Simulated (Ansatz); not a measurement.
Basis-set series for C3H2FN (`N#C/C=C/F`). The species carries charge 0 and has multiplicity 1. The structure was optimised at the PBE0-D4/def2-TZVP level.

```xyz
7

N    -1.4917    1.6868    1.1772
C    -0.6765    0.9645    0.8017
C     0.3392    0.0827    0.3584
C     0.1725   -0.6445   -0.7398
F     1.1120   -1.4701   -1.1630
H     1.2544    0.0150    0.9351
H    -0.7098   -0.6344   -1.3696
```

| functional | basis | functions | energy (Eh) | HOMO (eV) | LUMO (eV) |
| --- | --- | --- | --- | --- | --- |
| PBE0-D4 | def2-SVP | 80 | -269.56655 | -8.23 | -1.44 |
| PBE0-D4 | def2-QZVPP | 345 | -269.89379 | -8.36 | -1.64 |
| ωB97M-V | def2-SVP | 80 | -269.77342 | -10.36 | 0.83 |
| ωB97M-V | def2-QZVPP | 345 | -270.10985 | -10.51 | 0.52 |

(1) Give the rows for def2-TZVPP. (Best estimate.)

## Answers

(1) The calculation gave: 
```
functional       basis  functions  energy (Eh)  HOMO (eV)  LUMO (eV)
   PBE0-D4  def2-TZVPP        183   -269.87990      -8.33      -1.59
   ωB97M-V  def2-TZVPP        183   -270.09694     -10.49       0.60
```

Positive LUMOs are unbound and depend on the basis.

Computed with Ansatz.
